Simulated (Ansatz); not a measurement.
Isolated molecules relaxed with PBE0-D4/def2-TZVP in Ansatz; ΔE leaves out vibrations. CBS: MP2 limit from def2 TZ/QZ plus the TZ coupled-cluster correction, frozen cores. This one scheme is used for every species, atoms too. Functionals use def2-TZVPP. B3LYP here is the variant with VWN-RPA as its local correlation; programs differ in this. Open shells (•) are unrestricted, without spin–orbit coupling. Spin–orbit coupling would lower the free atoms: a little for C, S.

Reaction (atomization): `CC(C)=C=S` → 4 C• + 6 H• + S•

```csv
level,ΔE (kcal/mol)
PBE-D4,1107.3
ωB97M-V,1075.8
B3LYP,1066.6
HF/CBS(def2),784.6
```

(1) What does CCSD(T)/CBS give? (Best estimate.)

Largest T1 diagnostic among the species: 0.015.

Answers

(1) Computed: +1069.7 kcal/mol. The listed levels differ from it by 37.6, 6.1, -3.1, -285.1 kcal/mol.

In def2-TZVPP, CCSD(T) changes the Hartree–Fock value by +260.9 kcal/mol (the triples alone add +19.4 kcal/mol) and MP2 by +281.3 kcal/mol; breaking electron pairs costs correlation energy, which Hartree–Fock lacks. The D4 term adds +8.4 kcal/mol with B3LYP and +4.5 kcal/mol with PBE0; it sums over pairs of atoms, weighted by their polarisabilities, and B3LYP, whose exchange is more repulsive, gets the larger term. From PBE to PBE0 (25 % exact exchange), in def2-TZVPP and without D4, ΔE moves by −21.3 kcal/mol: exact exchange takes away binding that semilocal exchange gives to molecules.

For atomizations the MP2-based limit and the directly extrapolated one differ by several kJ/mol either way, and by 10 to 25 for some Ge, Se and Sn compounds, so smaller differences from it don't rank the levels.
